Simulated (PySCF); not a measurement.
From results back to the method.

Species: nitrous acid, HNO2.
Atom-mapped SMILES: `[O:1]=[N:2][OH:3]` (hydrogens: H4 on O3)

The closed-shell ground state was solved 6 times with PySCF (density fitting, gas phase), always in the def2-SVPD basis (74 functions), with these functionals: B3LYP, BHandHLYP, CAM-B3LYP, HF, PBE and PBE0. Isolated species at its PBE0-D3(BJ)/def2-SVP geometry, gas phase.

| row | total energy (Eh) | HOMO (eV) | LUMO (eV) | dipole (D) |
| --- | --- | --- | --- | --- |
| P | -204.4907 | -13.02 | 2.43 | 1.62 |
| Q | -205.4924 | -10.11 | -1.15 | 1.69 |
| R | -205.3679 | -6.84 | -3.61 | 1.67 |
| S | -205.5612 | -8.33 | -2.74 | 1.67 |
| T | -205.4402 | -10.29 | -1.07 | 1.66 |
| U | -205.3450 | -8.55 | -2.39 | 1.68 |

Which functional belongs to which row?

P = HF, Q = CAM-B3LYP, R = PBE, S = B3LYP, T = BHandHLYP, U = PBE0. By rising HOMO–LUMO gap: PBE (GGA) 3.23 eV; B3LYP (global hybrid, 20 % exact exchange) 5.59 eV; PBE0 (global hybrid, 25 % exact exchange) 6.16 eV; CAM-B3LYP (range-separated hybrid) 8.96 eV; BHandHLYP (global hybrid, 50 % exact exchange) 9.22 eV; HF (all exact exchange) 15.45 eV. Total energies of different functionals aren't bounds to one another; each is stationary for its own functional.

Conformer computed: `[O:1]=[N:2][OH:3]`: H–O3–N2–O1 0°.
